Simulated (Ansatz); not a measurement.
Input file for `C#C/N=C/O`:

```yaml
crystal:
  periodic: [false, false, false]
  atoms:
    - {symbol: C, position_ang: [-1.474662, 0.982100, 1.481618]}
    - {symbol: C, position_ang: [-0.739971, 0.281721, 0.834818]}
    - {symbol: N, position_ang: [0.046951, -0.573788, 0.186525]}
    - {symbol: C, position_ang: [0.715191, -0.204922, -0.825956]}
    - {symbol: O, position_ang: [1.502418, -1.043424, -1.481689]}
    - {symbol: H, position_ang: [-2.120956, 1.609345, 2.045937]}
    - {symbol: H, position_ang: [0.720756, 0.796565, -1.255555]}
    - {symbol: H, position_ang: [1.442376, -1.904495, -1.041397]}
basis:
  gaussian: {orbitals: def2-SVP}
correlation: {method: ccsd_t}
```

```sh
$ ansatz run in.yaml --threads 4 --pin off --events-out ev --progress --plain
```

Log, shortened:

```
Functional definition: HF
866 factors; integrals over basis functions are off by at most 1.2e-3 eV
mean field evaluation 1: about -6647.1122 eV, gradient 3.4e1 eV
mean field evaluation 2: about -6647.1221 eV, gradient 3.4e1 eV
mean field evaluation 4: about -6650.1334 eV, gradient 3.8e0 eV
mean field evaluation 8: about -6650.1850 eV, gradient 1.7e-1 eV
mean field evaluation 16: about -6650.1713 eV, gradient 1.1e0 eV
mean field -6650.18529116 eV, -244.3898017928 hartree, gradient 2.3e-6 eV, S^2 0.000000; 0 other end points of the search recorded, 0 dependent functions left out
5 core orbitals not correlated: weight in the atoms' cores, before any rotation towards them, 1.000 or more for the frozen orbitals, at most 0.000 for the correlated occupied ones
reference -6650.18529116 eV, -244.3898017928 hartree; 13, 13 occupied and 67, 67 virtual orbitals, 866 factors
second order -19.57760635 eV of doubles, -0.00000000 eV of singles
cycle   1  -19.50688710 eV  change    7.1e-2 eV  update   1.2e-1
cycle   2  -20.07439717 eV  change   -5.7e-1 eV  update   3.6e-2
cycle   3  -20.22786300 eV  change   -1.5e-1 eV  update   2.0e-2
cycle   4  -20.22695743 eV  change    9.1e-4 eV  update   5.6e-3
cycle   5  -20.22688698 eV  change    7.0e-5 eV  update   2.4e-3
cycle   6  -20.22771499 eV  change   -8.3e-4 eV  update   7.4e-4
cycle   7  -20.22738808 eV  change    3.3e-4 eV  update   3.1e-4
cycle   8  -20.22730441 eV  change    8.4e-5 eV  update   1.2e-4
cycle   9  -20.22732183 eV  change   -1.7e-5 eV  update   5.1e-5
cycle  10  -20.22731219 eV  change    9.6e-6 eV  update   1.7e-5
perturbative correction -0.77664624 eV, -0.0285412230 hartree
Total energy: -6671.18924959 eV, -245.1616830280 hartree
```

Hardware: 4 threads of a server CPU on a shared host. Wall time 1.2 s, peak host memory 0.31 GiB.

Correlation energy per correlated electron: -0.808 eV. T1 diagnostic: 0.0158.
